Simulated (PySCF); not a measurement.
Breaking a bond: HCl, singlet.

RMP2 = PySCF with MP2 on RHF/cc-pVDZ, 5 core orbitals frozen; NEVPT2 = SC-NEVPT2 on CASSCF(8,5)/cc-pVDZ, all electrons correlated (PySCF); RKS-M06-2X/6-31G* = restricted M06-2X/6-31G*, spherical d (PySCF 2.14.0).

Energies are in kJ/mol, each relative to the lowest point of its own curve near equilibrium.

```
R / Å   RMP2  NEVPT2  RKS-M06-2X/6-31G*
-----  -----  ------  -----------------
0.95   362.8   360.7              348.3
1.02   195.0   193.7              185.3
1.09    91.3    91.0               85.7
1.15    38.8    39.2               35.9
1.20    14.0    14.5               12.6
1.25     2.1     2.4                1.8
1.28     0.0     0.0                0.0
1.31     0.9     0.5                1.0
1.36     8.0     6.8                7.9
1.41    20.5    18.2               19.8
1.50    52.4    47.7               49.7
1.58    87.0    79.5               81.8
1.72   153.3   139.9              143.3
1.94   255.8   229.3              239.9
2.12   329.4   288.3              312.9
2.31   394.0   334.4              381.7
2.57   460.7   374.1              461.4
2.81   502.2   393.8              520.6
3.13   531.7       —              580.9
3.46   537.0       —              625.4
3.87   517.0       —              663.2
4.50   452.0       —              698.1
5.17   362.8       —              718.0
```

At the longest distance, 5.17 Å, RKS-M06-2X/6-31G* lies highest above its minimum (718.0 kJ/mol) and RMP2 lowest (362.8 kJ/mol).

The RMP2 curve passes through a maximum at 3.46 Å and then falls by 174.2 kJ/mol up to the last usable point.

Dashes: no converged value, or the column stops at the first point that the program doubted or that broke a chosen test of continuity, which isn't proof of a fault.

The restricted form behind RMP2, RKS-M06-2X/6-31G* keeps the bonding electrons paired and can't separate into open-shell fragments. The T1 diagnostic of CCSD on the restricted reference of RMP2 exceeds 0.045 at 2.81 to 5.17 Å.
